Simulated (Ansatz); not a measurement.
Reaction (SMILES): S=C=S + 4 [H][H] (H2) → C (CH4) + 2 S (H2S)
B3LYP-D3(BJ)/def2-TZVP geometries, fixed; electronic energies without zero-point terms.
Largest species:
```xyz
5

C      0.0000     0.0000     0.0000
H      0.6205     0.6269     0.6390
H     -0.6429    -0.6249     0.6185
H      0.6369    -0.6328    -0.6166
H     -0.6146     0.6308    -0.6409
```
Charge 0, spin multiplicity 1.

Basis-set convergence of the energy of full hydrogenation at PBE with Ansatz (a program for electronic structure). Cartesian d functions, on some or all atoms, in 6-31G*, 6-311G**, 6-311+G**; all else is spherical. The program fits the integrals of some runs and decomposes those of others, by size. No added dispersion term, no relativity. Functions are those of the species that has most. Reference: the value in pcseg-4, -64.53 kcal/mol, itself unsure by roughly 0.15 kcal/mol (its mean distance from aug-pcseg-3, aug-cc-pV(Q+d)Z, cc-pV(5+d)Z). Deviations are taken from unrounded values.

| basis | functions | energy of full hydrogenation (kcal/mol) | minus reference (kcal/mol) |
|---|---|---|---|
| STO-3G | 23 | -43.50 | 21.03 |
| 3-21G | 35 | -61.45 | 3.09 |
| pcseg-1 | 50 | -66.32 | -1.79 |
| 6-31G* | 53 | -57.85 | 6.68 |
| 6-311G** | 72 | -65.07 | -0.54 |
| 6-311+G** | 84 | -64.63 | -0.10 |
| def2-TZVP | 105 | -61.74 | 2.79 |
| pcseg-3 | 192 | -64.53 | 0.01 |
| cc-pV(5+d)Z | 311 | -64.41 | 0.12 |
